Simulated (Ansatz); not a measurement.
```yaml
crystal:
  periodic: [false, false, false]
  atoms:
    - {symbol: Si, position_ang: [-1.164190, -0.110236, -0.009278]}
    - {symbol: Al, position_ang: [1.203990, 0.090967, 0.007140]}
    - {symbol: H, position_ang: [-2.039052, 0.102562, 1.166776]}
    - {symbol: H, position_ang: [-2.043885, 0.345255, -1.110384]}
    - {symbol: H, position_ang: [2.152745, 1.345825, 0.138865]}
    - {symbol: H, position_ang: [2.139888, -1.157086, -0.127860]}
basis:
  gaussian: {orbitals: def2-TZVP}
magnetization: {spin_polarized: true, initial_magnetization: 1}
hamiltonian: {xc: pbe0}
relax: {f_tol: 0.004, max_steps: 80}
```

```sh
$ ansatz run in.yaml --threads 1 --pin off --events-out ev --progress --plain --max-ram 2176MiB
```

Steps of the relaxation (energy above the last step; positions in Å, forces in eV/Å):

```
6
step 1, 144.7 meV
Si   -1.164   -0.110   -0.009   -0.754   -0.117   -0.011
Al    1.204    0.091    0.007    0.710    0.135    0.013
H    -2.039    0.103    1.167    0.179   -0.007    0.356
H    -2.044    0.345   -1.110    0.177    0.068   -0.351
H     2.153    1.346    0.139   -0.232    0.415    0.045
H     2.140   -1.157   -0.128   -0.080   -0.495   -0.053
```

```
6
step 2, 23.7 meV
Si   -1.172   -0.127   -0.011   -0.126   -0.097   -0.010
Al    1.244    0.081    0.006    0.116    0.051    0.005
H    -1.939    0.105    1.251    0.014    0.065   -0.099
H    -1.944    0.365   -1.193    0.015    0.043    0.110
H     2.015    1.483    0.154   -0.075   -0.223   -0.024
H     2.047   -1.290   -0.142    0.056    0.161    0.017
```

```
6
step 3, 11.0 meV
Si   -1.187   -0.143   -0.013   -0.032   -0.098   -0.010
Al    1.241    0.070    0.005    0.027   -0.016   -0.002
H    -1.953    0.122    1.240    0.023    0.052   -0.021
H    -1.958    0.380   -1.178    0.023    0.046    0.031
H     2.014    1.455    0.151   -0.047   -0.036   -0.004
H     2.091   -1.266   -0.139    0.007    0.052    0.005
```

```
6
step 6, 0.1 meV
Si   -1.206   -0.215   -0.020   -0.013    0.028    0.003
Al    1.225    0.029    0.000    0.001   -0.020   -0.002
H    -1.915    0.179    1.234    0.008   -0.007   -0.014
H    -1.921    0.434   -1.161    0.008   -0.010    0.012
H     1.924    1.449    0.150   -0.007    0.007    0.001
H     2.143   -1.258   -0.139    0.003    0.003    0.000
```

```
6
step 7, 0.0 meV
Si   -1.206   -0.213   -0.020   -0.004    0.003    0.000
Al    1.225    0.025    0.000    0.000   -0.004    0.000
H    -1.914    0.180    1.234    0.002   -0.001   -0.002
H    -1.919    0.436   -1.161    0.002   -0.001    0.002
H     1.917    1.448    0.150    0.001    0.002    0.000
H     2.147   -1.259   -0.139    0.000    0.001    0.000
```

```
6
step 8, 0.0 meV
Si   -1.206   -0.212   -0.020    0.000    0.000    0.000
Al    1.225    0.024    0.000    0.000    0.000    0.000
H    -1.914    0.180    1.234    0.000    0.000    0.000
H    -1.919    0.436   -1.161    0.000    0.000    0.000
H     1.917    1.448    0.150    0.000    0.000    0.000
H     2.147   -1.259   -0.139    0.000    0.000    0.000
```

Close pairs at the end: Si1–H3 1.493 Å, Si1–H4 1.493 Å, Al2–H6 1.587 Å, Al2–H5 1.590 Å, Si1–Al2 2.442 Å.

A stationary point of unrestricted PBE0 after 8 steps, with ⟨S²⟩ = 0.756 against 0.75 for a pure state; no frequencies were run, so it isn't proven a minimum. 14 s on 1 thread of AMD EPYC 9R45, shared host.
